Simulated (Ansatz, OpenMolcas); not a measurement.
# How methods differ on C2H5B (SMILES BC=C)

The species is C2H5B (8 atoms), meant as a singlet with charge 0. SMILES: `BC=C`. The shape is that of a PBE0-D4/def2-TZVP optimisation.

Each level gives the vertical ionisation energy (to the doublet cation) (eV). The values are calculated.

```json
{"level": "HF/6-311+G**", "kind": "Hartree–Fock", "program": "OpenMolcas", "value (eV)": "9.24", "less CCSD(T)/6-311+G**": "-1.62", "CPU time (all runs)": "28 s"}
{"level": "revPBE/6-311+G**", "kind": "GGA", "program": "Ansatz", "value (eV)": "10.83", "less CCSD(T)/6-311+G**": "-0.03", "CPU time (all runs)": "23 s"}
{"level": "B3LYP/6-311+G**", "kind": "global hybrid", "program": "OpenMolcas", "value (eV)": "10.94", "less CCSD(T)/6-311+G**": "+0.08", "CPU time (all runs)": "2.5 min"}
{"level": "BHLYP/6-311+G**", "kind": "global hybrid", "program": "Ansatz", "value (eV)": "10.55", "less CCSD(T)/6-311+G**": "-0.31", "CPU time (all runs)": "18 s"}
{"level": "CAM-B3LYP/6-311+G**", "kind": "range-separated hybrid", "program": "Ansatz", "value (eV)": "10.89", "less CCSD(T)/6-311+G**": "+0.03", "CPU time (all runs)": "22 s"}
{"level": "wB97M-V/6-311+G**", "kind": "range-separated hybrid", "program": "Ansatz", "value (eV)": "10.85", "less CCSD(T)/6-311+G**": "-0.01", "CPU time (all runs)": "2 min"}
{"level": "CCSD(T)/6-311+G**", "kind": "coupled cluster or CI", "program": "Ansatz", "value (eV)": "10.86", "less CCSD(T)/6-311+G**": "0.00", "CPU time (all runs)": "77 s"}
{"level": "CCSD/6-311+G**", "kind": "coupled cluster or CI", "program": "Ansatz", "value (eV)": "10.70", "less CCSD(T)/6-311+G**": "-0.16", "CPU time (all runs)": "61 s"}
```

CCSD(T)/6-311+G** is the highest level here, not the true value. The values span 9.24 to 10.94 eV. CPU times are rough (shared hosts, several kinds of processor and program).
